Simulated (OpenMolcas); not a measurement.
**A ladder of methods for PH2 (SMILES [PH2])**

The species is PH2 (3 atoms), meant as a doublet with charge 0. SMILES: `[PH2]`. The coordinates come from a PBE0-D4/def2-TZVP relaxation.

```xyz
3

P     0.5257   -0.3094    0.2582
H     0.1146    1.0515    0.1767
H    -0.6404   -0.7421   -0.4350
```

Each level gives the energy change with the P1–H3 bond stretched from 1.424 to 2.492 Å (eV). The values are calculated.

| level | kind | program | value (eV) | less FCI/pcseg-0 | CPU time (all runs) |
| --- | --- | --- | --- | --- | --- |
| USVWN5/pcseg-0 | LDA | OpenMolcas | 2.38 | +0.47 | 7.6 s |
| UPBE/pcseg-0 | GGA | OpenMolcas | 2.32 | +0.41 | 9.2 s |
| UM06-2X/pcseg-0 | hybrid meta-GGA | OpenMolcas | 2.46 | +0.55 | 18 s |
| CASSCF(3,3)/pcseg-0 | multireference | OpenMolcas | 1.82 | -0.09 | 7.1 s |
| CASSCF(7,6)/pcseg-0 | multireference | OpenMolcas | 1.81 | -0.10 | 6.8 s |
| MC-PDFT[tPBE](7,6)/pcseg-0 | multireference | OpenMolcas | 2.27 | +0.36 | 7.2 s |
| MRCI(7,6)/pcseg-0 | multireference | OpenMolcas | 1.90 | -0.01 | 7.8 s |
| FCI/pcseg-0 | exact in the basis | OpenMolcas | 1.91 | 0.00 | 8.8 s |

FCI/pcseg-0 is exact within its basis and frozen core, so for wave-function methods in that basis the difference is their error; functionals converge differently with the basis, so for them it is only a difference. The first shape isn't each level's own minimum. The values span 1.81 to 2.46 eV. Spin contamination of the reference (⟨S²⟩ at least 0.1 too high) touches USVWN5/pcseg-0, UPBE/pcseg-0, UM06-2X/pcseg-0. All rows use very small basis sets, so even the best lies far from the true value. Times are those of the runs behind each value, whatever else they computed, on shared processors of several kinds: orders of magnitude only.
